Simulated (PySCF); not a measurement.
## PySCF run on HCl

File input.py (PySCF 2.14):

```python
from pyscf import gto, dft

mol = gto.M(
    atom='H 0 0 0; Cl 0 0 1.29',
    basis='def2-svpd',
    charge=0,
    spin=0,
    verbose=4,
)
mf = dft.UKS(mol, xc='b3lyp5')
mf.kernel()
mf.analyze()
print('orbital energies (hartree):', [e[max(0, n-3):n+3].round(4) for e, n in zip(mf.mo_energy, mol.nelec)])
```

```bash
$ OMP_NUM_THREADS=1 python input.py
```

The log (some set-up lines and the per-cycle HOMO/LUMO lines with their warnings removed):

```
PySCF version 2.14.0

[INPUT] Symbol           X                Y                Z      unit          X                Y                Z       unit  Magmom
[INPUT]  1 H      0.000000000000   0.000000000000   0.000000000000 AA    0.000000000000   0.000000000000   0.000000000000 Bohr   0.0
[INPUT]  2 Cl     0.000000000000   0.000000000000   1.290000000000 AA    0.000000000000   0.000000000000   2.437746700689 Bohr   0.0

nuclear repulsion = 6.97365316716279
number of shells = 15
number of NR pGTOs = 55
number of NR cGTOs = 35
basis = def2-svpd
ecp = {}

******** <class 'pyscf.dft.uks.UKS'> ********
method = UKS
initial guess = minao
damping factor = 0
level_shift factor = 0
DIIS = <class 'pyscf.scf.diis.CDIIS'>
SCF conv_tol = 1e-09
SCF max_cycles = 50
number electrons alpha = 9  beta = 9
XC functionals = b3lyp5

grids dens level: 3
tot grids = 28688
init E= -460.518403574603
cycle= 1 E= -460.603733831622  delta_E= -0.0853  |g|= 0.126  |ddm|= 0.712
cycle= 2 E= -460.60401008362  delta_E= -0.000276  |g|= 0.134  |ddm|= 0.292
cycle= 3 E= -460.614213503479  delta_E= -0.0102  |g|= 0.00572  |ddm|= 0.151
cycle= 4 E= -460.614226900107  delta_E= -1.34e-05  |g|= 0.00237  |ddm|= 0.00646
cycle= 5 E= -460.614230390366  delta_E= -3.49e-06  |g|= 0.000269  |ddm|= 0.00224
cycle= 6 E= -460.614230450725  delta_E= -6.04e-08  |g|= 4.88e-05  |ddm|= 0.00038
cycle= 7 E= -460.614230455716  delta_E= -4.99e-09  |g|= 1.05e-05  |ddm|= 0.000136
cycle= 8 E= -460.61423045593  delta_E= -2.15e-10  |g|= 4.69e-07  |ddm|= 3.21e-05
Extra cycle  E= -460.61423045593  delta_E= 3.98e-13  |g|= 2.64e-07  |ddm|= 9.43e-07
converged SCF energy = -460.61423045593  <S^2> = 1.1546319e-13  2S+1 = 1
**** SCF Summaries ****
Total Energy =                        -460.614230455929771
Nuclear Repulsion Energy =               6.973653167162792
One-electron Energy =                 -649.416220117316698
Two-electron Energy =                  181.828336494224118
Two-electron Coulomb Energy =          210.348484228564899
DFT Exchange-Correlation Energy =      -28.520147734340775
**** MO energy ****
                             alpha | beta                alpha | beta
MO #1   energy= -101.528295497232  | -101.528295500628  occ= 1 | 1
MO #2   energy= -9.47989677094285  | -9.47989677442443  occ= 1 | 1
MO #3   energy= -7.24867918567269  | -7.24867920271116  occ= 1 | 1
MO #4   energy= -7.23921427341519  | -7.23921427217912  occ= 1 | 1
MO #5   energy= -7.23921427341515  | -7.23921427217909  occ= 1 | 1
MO #6   energy= -0.848280039347328 | -0.848280072265147 occ= 1 | 1
MO #7   energy= -0.476415088399382 | -0.476415086289117 occ= 1 | 1
MO #8   energy= -0.336876153624392 | -0.336876146395586 occ= 1 | 1
MO #9   energy= -0.336876153624387 | -0.336876146395584 occ= 1 | 1
MO #10  energy= -0.0138297819422384 | -0.0138297539908452 occ= 0 | 0
MO #11  energy= 0.0678367234774853 | 0.0678367343031678 occ= 0 | 0
MO #12  energy= 0.0742956770295464 | 0.0742956768639593 occ= 0 | 0
[23 lines left out]

To work with the spin densities directly, `use mulliken_meta_spin()` only printing them here.

 ** Mulliken spin pop alpha/beta on meta-lowdin orthogonal AOs **
 ** Mulliken Spin Density (per AO)  **
 ** Mulliken Spin Density (per atom)  **
spin density of  0 H =      0.00000
spin density of  1 Cl =     -0.00000
 ** Mulliken pop alpha/beta on meta-lowdin orthogonal AOs **
 ** Mulliken pop       alpha | beta **
pop of  0 H 1s        0.38750 | 0.38750
pop of  0 H 2s        0.00958 | 0.00958
pop of  0 H 2px       0.00117 | 0.00117
pop of  0 H 2py       0.00117 | 0.00117
pop of  0 H 2pz       0.00181 | 0.00181
pop of  0 H 3px       0.00000 | 0.00000
pop of  0 H 3py       0.00000 | 0.00000
pop of  0 H 3pz       0.00106 | 0.00106
pop of  1 Cl 1s        1.00000 | 1.00000
pop of  1 Cl 2s        0.99991 | 0.99991
pop of  1 Cl 3s        0.93049 | 0.93049
pop of  1 Cl 4s        0.00200 | 0.00200
[23 lines left out]
In total             9.00000 | 9.00000
 ** Mulliken atomic charges   ( Nelec_alpha | Nelec_beta ) **
charge of  0H =      0.19538  (     0.40231      0.40231 )
charge of  1Cl =     -0.19538  (     8.59769      8.59769 )
Dipole moment(X, Y, Z, Debye): -0.00000, -0.00000, -1.13870
orbital energies (hartree): [array([-0.4764, -0.3369, -0.3369, -0.0138,  0.0678,  0.0743]), array([-0.4764, -0.3369, -0.3369, -0.0138,  0.0678,  0.0743])]
```

In short: E(SCF) = -460.614230 Eh, 8 cycles, μz(SCF) = -1.14 D.

Run time: 1.7 s on 1 thread of Arm Neoverse V1 (shared host), peak memory 0.16 GiB.

The bond length is a typed value, not an optimised one. No search for the lowest solution was made.
